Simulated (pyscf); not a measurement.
Structures and frequencies: ωB97X-D3(BJ)/def2-SVP in PySCF. Correlated levels are frozen-core, on RHF or UHF. ΔMP2 is the change of the MP2 total energy from the triple- to the quadruple-zeta basis.

Question: InH [singlet] + H₂S -> HS–InH₂
Surface: singlet. Broken: H–S. Formed: In–S, H–In. Give ΔE‡ and ΔE from CCSD(T)/def2-TZVPP + ΔMP2(QZVPP), relative to the separated reactants.

Answer: ΔE‡ = 25.3 kcal/mol, ΔE = -22.5 kcal/mol. Zero-point energy shifts the barrier by +0.1 kcal/mol. It is an insertion, with an imaginary mode of 1208i cm⁻¹. On the reactant side the descent ends in a bound adduct, 8.7 kcal/mol under the separated species and 33.5 kcal/mol under the saddle at ωB97X-D3(BJ)/def2-TZVP. This is the saddle that the search found; another between the same sides may lie lower. The CCSD(T) − MP2 part came from Ansatz, without density fitting, on the same reference. The frozen core leaves the outer d or s,p core shells of the metals and heavy elements correlated in the MP2 and CC values, and def2-TZVPP describes them poorly, which can shift differences by a few kcal/mol. Elements past Kr carry the def2 core potentials, without spin-orbit coupling.
